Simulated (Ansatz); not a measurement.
# AlBClH₃: up Jacob's ladder to CCSD(T)

One table from this session's results is given with a row withheld; the runs are named, their logs left out.

The runs use Ansatz 0.2.0, Gaussian basis; functionals in def2-TZVPP, the program's frozen cores in correlated methods.

Levels to be run: LDA (SPW92), PBE-D4, revPBE-D4, BLYP-D4, r2SCAN-D4, B97M-V, PBE0-D4, B3LYP-D4, r2SCANh-D4, r2SCAN0-D4, HSE06-D4, BHLYP-D4, CAM-B3LYP-D4, LC-ωPBE, ωB97X-V, ωB97M-V, B2PLYP, PBE-QIDH; CCSD(T)/def2-SVP; CCSD(T)/def2-TZVPP; MP2/def2-QZVPP; extrapolation to the limit; RPA on PBE.

1 further run of the same task is left out (it didn't finish).

## The relaxed structure

All runs share one geometry, relaxed beforehand with PBE0-D4 in a triple-zeta def2 set.

SMILES `[AlH2][BH]Cl`, 6 atoms, charge 0, spin multiplicity 1.

Atoms are counted from 1 here; the program's logs count them from 0.

Bond lengths: Al1–B2 2.129 Å, Al1–H4 1.591 Å, Al1–H5 1.591 Å, B2–Cl3 1.756 Å, B2–H6 1.197 Å. Angles: B2–Al1–H4 120.6°, B2–Al1–H5 120.5°, H4–Al1–H5 118.9°, Al1–B2–Cl3 117.3°, Al1–B2–H6 129.0°, Cl3–B2–H6 113.7°.

The first run:

Input file in.yaml:

```yaml
crystal:
  periodic: [false, false, false]
  atoms:
    - {symbol: Al, position_ang: [-0.701072, 0.444257, -0.653039]}
    - {symbol: B, position_ang: [0.862189, -0.302387, 0.583765]}
    - {symbol: Cl, position_ang: [0.537080, -1.764489, 1.499940]}
    - {symbol: H, position_ang: [-0.841368, -0.039862, -2.161862]}
    - {symbol: H, position_ang: [-1.776992, 1.460342, -0.069695]}
    - {symbol: H, position_ang: [1.962062, 0.138140, 0.754792]}
basis:
  gaussian: {orbitals: def2-TZVPP}
hamiltonian: {xc: lda}
output: {orbitals: {seedname: orbitals}}
```

Started as:

```sh
$ ansatz run in.yaml --threads 2 --pin off --events-out ev --progress --plain --max-ram 4352MiB
```

Steps of the session up to this table: LDA; PBE-D4 (GGA); revPBE-D4 (GGA); BLYP-D4 (GGA); r2SCAN-D4 (meta-GGA); B97M-V (meta-GGA); PBE0-D4 (hybrid); B3LYP-D4 (hybrid); r2SCANh-D4 (hybrid); r2SCAN0-D4 (hybrid); HSE06-D4 (hybrid); BHLYP-D4 (hybrid); CAM-B3LYP-D4 (range-separated); LC-ωPBE (range-separated); ωB97X-V (range-separated); ωB97M-V (range-separated); B2PLYP (double hybrid); PBE-QIDH (double hybrid).

One of the session's tables, all rows but one given; the rest of the session is left out.

It belongs to the step «Orbital energies across the functionals». 

| functional | HOMO (eV) | LUMO (eV) | gap (eV) |
| --- | --- | --- | --- |
| LDA (SPW92) | -6.17 | -3.34 | 2.83 |
| PBE-D4 | -6.10 | -3.11 | 3.00 |
| revPBE-D4 | -6.07 | -3.01 | 3.06 |
| BLYP-D4 | -5.99 | -2.90 | 3.09 |
| r2SCAN-D4 | -6.34 | -2.83 | 3.51 |
| B97M-V | ? | ? | ? |
| PBE0-D4 | -7.30 | -2.16 | 5.14 |
| B3LYP-D4 | -7.11 | -2.32 | 4.79 |
| r2SCANh-D4 | -6.78 | -2.50 | 4.28 |
| r2SCAN0-D4 | -7.45 | -2.00 | 5.45 |
| HSE06-D4 | -6.90 | -2.54 | 4.36 |
| BHLYP-D4 | -8.42 | -1.07 | 7.35 |
| CAM-B3LYP-D4 | -8.63 | -0.99 | 7.65 |
| LC-ωPBE | -9.97 | 0.12 | 10.09 |
| ωB97X-V | -9.62 | 0.05 | 9.68 |
| ωB97M-V | -9.41 | -0.16 | 9.25 |

Q: Estimate the row for B97M-V from the others.

The run gave: HOMO (eV): -6.41; LUMO (eV): -2.95; gap (eV): 3.46. In the column «HOMO (eV)» it lies between r2SCANh-D4 (-6.78) and r2SCAN-D4 (-6.34).
